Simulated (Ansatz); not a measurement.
For zinc-blende AlAs, rVV10 (Ansatz, a quantum-chemistry and plane-wave program, PAW) gives:

```
Item                            Value
---------------------  --------------
lattice constant a            5.751 Å
enthalpy of formation  -0.497 eV/atom
```

### Question
What does HSE06 (Ansatz, PAW) give for the same quantities?

### Answer

- lattice constant a: 5.682 Å (falls by 1.2 %)
- formation enthalpy: -0.610 eV/atom (moves by -0.113 eV/atom)

For comparison: lattice constant a 5.649 Å (measured, static lattice: zero-point anharmonic expansion removed; as tabulated in Mejia-Rodriguez and Trickey (2018), arXiv:1807.09216); formation enthalpy -0.61 eV/atom (measured, 298 K, not corrected to a static lattice; as tabulated in Zhang et al. (2018), doi:10.1038/s41524-018-0065-z).

Changes are worked out from the printed values.

Unless a cell is named, each level is at its own relaxed cell (rVV10 23.77, HSE06 22.93 Å³/atom).

Caveats: exact exchange on metals is sensitive to the k mesh and can open a false gap (HSE06); the run warned that the count of filled bands differs between k points (HSE06). Ansatz's density-functional and Hartree–Fock values are scalar-relativistic unless marked +SOC, with PAW data made under PBE.
